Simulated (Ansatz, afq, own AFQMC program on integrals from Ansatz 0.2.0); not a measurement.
# AgCH₃, singlet in def2-TZVP, levels against CCSDT(Q)

```xyz
5

C    -0.1724    0.0602   -0.0797
Ag    1.6428   -0.6853    0.6304
H    -0.9332   -0.0811    0.7000
H    -0.4431   -0.4952   -0.9878
H    -0.0442    1.1278   -0.3043
```

Connectivity, by distances: CH3–Ag.

Basis def2-TZVP with its core potentials. Noble-gas cores (and the filled d shells of Ga–Kr and In–Xe) are frozen. Integrals, coupled cluster, full CI and functionals: Ansatz 0.2.0; the random walks run on the same integrals in our own AFQMC program. The CISD trial takes its coefficients from CCSD amplitudes. Released means that phaseless walkers are propagated on without the constraint, phases kept. Free AFQMC starts from the CCSD state and is never constrained. Its projection time is finite, and what remains of the start isn't in its error. ± is one standard error of the sampling. No spin–orbit coupling. The metal's outer-core s and p shells are frozen, which shifts wave-function levels against functionals.

Determinant: RHF, the one that the program's search chose, which needn't be the lowest solution. The geometry is a PBE0/def2-SVP stationary point of this or a neighbouring charge and spin state.

No full CI on the walks' own integrals is used here; CCSDT(Q) serves as the reference and is uncertain by about the last step of the cluster series.

Cautions: no spin-orbit coupling; outer-core shells of the metal frozen; the released energies are still falling, so no released level is given (meV from the phaseless value at times in 1/Eh: -9 ± 4 at 0.24, -17 ± 6 at 0.60, -25 ± 7 at 1.20, -32 ± 10 at 1.80, -5 ± 18 at 2.60).

The T1 diagnostic is 0.0205 and the weight of the determinant in the CISD state is 0.855. The size of the correlated space is 18 electrons in 84 orbitals.

```
  level  correlation energy (eV)
    MP2                 -13.6431
   CCSD                 -13.5491
CCSD(T)                 -13.9764
```

**Question.** Estimate where free-projection AFQMC lies against CCSD(T) on the same integrals.

**Answer.** 0.95 ± 0.51 mEh below CCSD(T). The gap is under twice the noise, so this walk alone can't tell the two apart.

Reference: CCSDT(Q), correlation energy -14.001 eV.

```csv
level,E − E(reference) (mEh),share of correlation (%)
CCSD(T),0.88,99.83
CCSDT,0.89,99.83
ph-AFQMC/HF,-3.49 ± 1.20,100.68
ph-AFQMC/CISD,0.27 ± 0.12,99.95
free AFQMC,-0.06 ± 0.51,100.01
```

Free projections are given only where their last times agree within the noise and don't stop above the reference; a slow remainder of the start can still hide under it.
